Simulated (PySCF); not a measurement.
## Working out the ionisation energy of B

B [He] 2s2 2p1 (2P) → B⁺ [He] 2s2 (1S). Computed with PySCF 2.14 in def2-QZVPPD, with the non-relativistic Hamiltonian (point nucleus). Frozen: nothing. Energies in hartree (1 hartree = 27.21139 eV):

| part | B (lower) | B⁺ (upper) |
| --- | --- | --- |
| UHF | -24.533099 | -24.237528 |
| MP2 opposite-spin | -0.060806 | -0.054801 |
| MP2 same-spin | -0.004471 | -0.000689 |

What does Hartree-Fock give?

(-24.237528) − (-24.533099) = 0.295571 hartree = 8.043 eV.

What do MP2 and SCS-MP2 (6/5 opposite-spin, 1/3 same-spin) give?

The opposite-spin parts differ by 0.163 eV and the same-spin parts by 0.103 eV. MP2: 8.043 + (0.163) + (0.103) = 8.309 eV. SCS-MP2: 8.043 + 1.2 × (0.163) + (0.103)/3 = 8.273 eV.

Measured between the centres of the two terms (NIST): 8.297 eV, so MP2 (valence and next inner shell) is off by 0.012 eV.

What remains against the reference includes basis incompleteness and correlation beyond second order.
